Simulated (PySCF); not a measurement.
# Towards the basis-set limit for OH+

What constants does extrapolated CCSD(T) give for OH+, and what does each step add?

The runs use PySCF 2.14.0; CCSD(T) on ROHF, no relativity in the base curves; scalar relativity is added as a correction.

2 further runs of the same task are left out: 2 set aside as unsound or not needed.

## 1. The job

```yaml
molecule: OH+
state: triplet, unpaired electrons π ↑↑
smaller_basis: H aug-cc-pVTZ, O aug-cc-pVTZ
larger_basis: H aug-cc-pVQZ, O aug-cc-pVQZ
frozen_core_orbitals: 1
extrapolation: correlation as n⁻³ (n = 3, 4), Hartree–Fock as (n+1)·exp(−9√n)
corrections: core–valence correlation, scalar relativity
distances_Å: 0.9155, 0.9571, 0.9987, 1.0403, 1.0820, 1.1340, 1.1860
masses_u: 1.0078, 15.9949
dissociation_limit: H+ + O
```

On the command line:

```console
$ OMP_NUM_THREADS=4 python comp.py task.json out
```

## 2. Coupled cluster at each distance

Q: Predict the outcome of this session. Wanted: for each run, Re; ωe; ωexe; αe; De.

As calculated:

```csv
level,Re (Å),ωe (cm⁻¹),ωexe (cm⁻¹),αe (cm⁻¹),De (eV)
CCSD(T)/aug-cc-pVTZ(-PP),1.0312,3113.2,80.0,0.723,5.238
CCSD(T)/aug-cc-pVQZ(-PP),1.0283,3124.9,82.8,0.746,5.228
HF/CBS,1.0043,3397.8,80.5,0.711,5.173
MP2/CBS,1.0205,3212.7,82.2,0.737,5.174
CCSD/CBS,1.0248,3159.9,82.9,0.747,5.220
CCSD(T)/CBS,1.0272,3130.5,84.1,0.756,5.213
CCSD(T)/CBS+CV,1.0266,3132.9,84.2,0.757,5.208
CCSD(T)/CBS+CV+SR,1.0266,3131.4,84.1,0.757,5.210
```

What this shows: The last step gives Re = 1.0266 Å, ωe = 3131.4 cm⁻¹ and De = 5.210 eV; the smaller basis alone is off from it by +4.6 mÅ and +0.03 eV. Near the minimum the mean field binds by 5.15 eV and correlation adds 0.06 eV of binding. T1 is 0.018. Spin–orbit coupling and excitations beyond (T) are left out.
